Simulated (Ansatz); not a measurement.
Results of LDA (PAW; Ansatz, a program for electronic structure) for bcc Nb.

A relaxed, unreconstructed slab of the (111) face has 18 atoms, two equal faces of 18.276 Å² each and an energy of -79960.5797 eV. A bulk cell of 3 atoms with the same orientation and in-plane k mesh has -13327.7959 eV. Energies are extrapolated to zero smearing.

Numerical settings: plane-wave cutoff 500 eV, 18×18×1 k mesh (along the axes of the cell as run), Fermi–Dirac smearing 0.1 eV, scalar-relativistic PAW data made under PBE.

Worked out: γ = (E_slab − N E_bulk per atom)/2A = [-79960.5797 − 18 × (-13327.7959/3)]/(2 × 18.276) = 0.1695 eV/Å². With 16.022 J/m² per eV/Å² this is 2.72 J/m², or 3.10 eV per surface cell and face.
